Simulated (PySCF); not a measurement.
Below is a simulated gas-phase P 2p photoelectron spectrum of `[BH3-]P`.

Every computed line was given a Gaussian of 0.6 eV full width at half maximum and an area set by the number of equivalent atoms (split 2:1 within a doublet); the highest printed point is 100. The calculation used delta-SCF UKS SCAN, pcX-2 on the ionised atom, pcseg-1 elsewhere, spin-free X2C (PySCF 2.14.0).

binding energy (eV), intensity and a bar:
```
    129.5          0 
    129.6          1 
    129.7          4 #
    129.8         10 ###
    129.9         22 #######
    130.0         41 ############
    130.1         64 ###################
    130.2         87 ##########################
    130.3        100 ##############################
    130.4         99 ##############################
    130.5         85 #########################
    130.6         63 ###################
    130.7         43 #############
    130.8         32 ##########
    130.9         30 #########
    131.0         36 ###########
    131.1         45 #############
    131.2         50 ###############
    131.3         49 ###############
    131.4         42 ############
    131.5         30 #########
    131.6         19 ######
    131.7         10 ###
    131.8          5 #
    131.9          2 
    132.0          1 
    132.1          0
```

Task: Count the maxima, the lines and the sites behind this envelope.

Result: The curve has 2 maxima (at 130.3 and 131.2 eV). Under it lie 2 lines from 1 inequivalent phosphorus site, drawn as a 2p3/2, 2p1/2 pair.

Task: Decompose the envelope and assign each component. Numbering: `[BH3-:1][PH2:2]`.

Result: 
```
position (eV)  relative area     line  atoms                  environment
       130.34           0.67  P 2p3/2     P2  three-coordinate phosphorus
       131.24           0.33  P 2p1/2     P2  three-coordinate phosphorus
```

Shake-up satellites, vibrational structure and lifetime widths aren't simulated. For 2p shells one spin-free hole was relaxed; a mean-field spin–orbit operator and the ground-state splitting of the three 2p orbitals were then diagonalised within the shell. The shell's mean is (2 × 2p3/2 + 2p1/2)/3, and the degeneracies 2j + 1 give areas of 2:1. 2p1/2 minus 2p3/2 (ligand field included): P 0.90 eV. The species carries charge -1, so core ionisation leaves a neutral species. The basis sets have no added diffuse functions. Geometry: PBE0-D3(BJ)/def2-SVP; no solvent, vibrations or thermal averaging.
